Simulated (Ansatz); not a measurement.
Geometry optimisation, UKS BHLYP-D4/def2-SVP in Ansatz.

Input file:

```yaml
crystal:
  periodic: [false, false, false]
  atoms:
    - { symbol: C, position_ang: [-0.28519, 1.04505, -1.08589] }
    - { symbol: C, position_ang: [-0.04352, 0.24296, -0.20267] }
    - { symbol: C, position_ang: [0.22477, -0.65635, 0.77745] }
    - { symbol: F, position_ang: [-0.11107, -1.94833, 0.63886] }
    - { symbol: H, position_ang: [-0.49256, 1.7436, -1.83962] }
    - { symbol: H, position_ang: [0.70756, -0.42692, 1.71188] }
magnetization:
  spin_polarized: true
  initial_magnetization: 1
basis:
  gaussian: { orbitals: def2-SVP }
hamiltonian:
  xc: { name: BHLYP }
  dispersion: d4
relax:
  f_tol: 0.02
  max_steps: 40
```

Command:

```bash
$ ansatz run input.yaml --threads 1 --pin off --max-ram 2048MiB --backend cpu --events-out ev --progress --plain --runs-dir out
```

Where does it end, and by what steps?

The run converged. After 6 steps the energy has fallen by 0.024 eV; C2 moved furthest, 0.02 Å.

| step | energy less start (eV) | largest force component (eV/Å) | accepted |
| --- | --- | --- | --- |
| 0 | 0.0000 | 1.180 | yes |
| 1 | -0.0201 | 0.515 | yes |
| 2 | -0.0227 | 0.095 | yes |
| 3 | -0.0228 | 0.062 | yes |
| 4 | -0.0184 | 0.219 | no |
| 5 | -0.0238 | 0.046 | yes |
| 6 | -0.0238 | 0.015 | yes |

```xyz
6
Properties=species:S:1:pos:R:3
C -0.286 1.047 -1.086
C -0.054 0.226 -0.217
C 0.224 -0.671 0.783
F -0.105 -1.943 0.650
H -0.490 1.766 -1.847
H 0.711 -0.425 1.718
```

The run took 19 s on 1 thread of Arm Neoverse V2 (shared host), peak memory 0.14 GiB.
